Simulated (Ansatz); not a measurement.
Zinc-blende MgTe (metastable phase), treated with PBE+SOC (plane waves, PAW; Ansatz, an electronic-structure program).

Settings: plane-wave cutoff 520 eV, 10×10×10 k mesh, Fermi–Dirac smearing 0.01 eV, PAW data made under PBE.

Energies at three volumes about the minimum:

```csv
V (Å³/atom),E − E_lowest (meV/atom)
33.803,1.50
34.493,0.00
35.183,1.41
```

Problem. Fit a parabola by hand: where is the minimum, what lattice constant follows, and what is the bulk modulus?

Solution. Slopes: (0.00 − 1.50)/(34.493 − 33.803) = -2.174 and (1.41 − 0.00)/(35.183 − 34.493) = 2.043 meV/Å³. Curvature E″ = 2 × (2.043 − (-2.174))/(35.183 − 33.803) = 6.112 meV/Å⁶. From the middle of the first interval, the slope vanishes at V0 = 34.1480 − (-2.174)/6.112 = 34.504 Å³/atom. B = V0 E″ = 34.504 × 6.112 meV/Å³ × 0.1602 GPa per meV/Å³ = 33.8 GPa. With 8 atoms in the cube, a = (8 × 34.504)^(1/3) = 6.511 Å. The full Birch–Murnaghan fit to all volumes gives V0 = 34.492 Å³/atom and B0 = 33.7 GPa.

Measured, for comparison: lattice constant a 6.42 ± 0.005 Å (room temperature, no zero-point or thermal correction, from epitaxial CdTe/MgTe superlattices; as tabulated in Lucero et al. (2012), arXiv:1111.4515).
